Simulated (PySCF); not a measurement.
Job file and geometry (Å, from GFN2-xTB) of an NMR shielding run on `C=CPCC=C`, C5H9P, GIAO PBE0/pcSseg-1 NMR shielding, non-relativistic, gas phase in PySCF 2.14.0, density-fitted response routines; density fitting, a coarse starting grid and PySCF grid level 2 are the driver's defaults:

```
$ OMP_NUM_THREADS=1 python probes_run.py task.json out

{"job": {"kind": "nmr", "xc": "PBE0", "basis": "pcSseg-1"}, "charge": 0, "multiplicity": 1}
C     -2.754432     0.187096    -0.675721
C     -2.023583    -0.415030     0.245048
C     -0.590565    -0.774921     0.070006
P      0.475907     0.282931     1.201058
C      2.076388    -0.153022     0.461695
C      2.905100     0.698558    -0.120699
H     -3.786585     0.441736    -0.507518
H     -2.349421     0.442420    -1.641836
H     -2.449478    -0.657919     1.210044
H     -0.419156    -1.814523     0.368128
H     -0.267673    -0.640577    -0.965394
H      0.300223     1.470497     0.478137
H      2.356172    -1.192459     0.594599
H      3.868224     0.392944    -0.497660
H      2.654464     1.740259    -0.241798
```

Q: What does the program print?

A: 
```
coarse grid: 12640 points
cycle   1  E = -536.7488490257  dE =  5.438e-01  |g| = 3.862e-01  |ddm| = 3.434e+00
cycle   2  E = -536.7473932426  dE =  1.456e-03  |g| = 3.980e-01  |ddm| = 6.754e-01
cycle   3  E = -536.7893702338  dE = -4.198e-02  |g| = 3.367e-02  |ddm| = 3.643e-01
cycle   4  E = -536.7895689147  dE = -1.987e-04  |g| = 2.444e-02  |ddm| = 7.318e-02
cycle   5  E = -536.7897200066  dE = -1.511e-04  |g| = 7.217e-03  |ddm| = 2.661e-02
cycle   6  E = -536.7897333820  dE = -1.338e-05  |g| = 1.730e-03  |ddm| = 8.186e-03
cycle   7  E = -536.7897340263  dE = -6.443e-07  |g| = 3.517e-04  |ddm| = 1.539e-03
final grid: 116320 points
cycle   8  E = -536.8275707762  dE = -2.904e-05  |g| = 7.595e-03  |ddm| = 2.703e-02
cycle   9  E = -536.8275670245  dE =  3.752e-06  |g| = 8.507e-03  |ddm| = 1.369e-02
cycle  10  E = -536.8275862060  dE = -1.918e-05  |g| = 5.087e-04  |ddm| = 7.695e-03
cycle  11  E = -536.8275862635  dE = -5.751e-08  |g| = 2.240e-04  |ddm| = 6.995e-04
cycle  12  E = -536.8275862749  dE = -1.141e-08  |g| = 7.577e-05  |ddm| = 2.157e-04
cycle  13  E = -536.8275862764  dE = -1.468e-09  |g| = 1.535e-05  |ddm| = 9.051e-05
cycle  14  E = -536.8275862765  dE = -5.525e-11  |g| = 4.187e-06  |ddm| = 1.554e-05
converged SCF energy = -536.8275862765

GIAO shielding tensors (ppm)
atom      isotropic    diamagn.    paramagn.     s11        s22        s33       span
  0 C       64.518     253.743    -189.224    -48.326     84.990    156.890    205.216
  1 C       43.444     256.624    -213.180    -78.486     49.668    159.150    237.637
  2 C      148.626     253.672    -105.046    125.217    147.511    173.150     47.933
  3 P      374.637     967.894    -593.256    335.830    342.813    445.269    109.438
  4 C       40.976     263.794    -222.818    -78.980     39.153    162.756    241.737
  5 C       57.789     253.910    -196.121    -57.509     73.386    157.490    215.000
  6 H       26.404      28.183      -1.778     23.425     25.389     30.400      6.975
  7 H       26.234      32.136      -5.902     22.665     25.585     30.453      7.788
  8 H       25.466      30.523      -5.057     23.168     24.891     28.339      5.171
  9 H       29.183      32.392      -3.209     25.459     28.277     33.812      8.353
 10 H       28.898      34.553      -5.656     25.226     28.700     32.767      7.541
 11 H       28.070      32.814      -4.744     24.571     28.004     31.634      7.063
 12 H       25.344      31.999      -6.656     22.817     24.902     28.312      5.495
 13 H       25.856      28.638      -2.782     22.285     24.947     30.335      8.050
 14 H       25.713      31.964      -6.251     22.299     24.942     29.899      7.601
```

Size and cost of the density-fitted run: 154 basis functions, 16 s wall time on 1 thread of an Intel Xeon Platinum 8488C, shared host; peak memory 0.72 GiB.
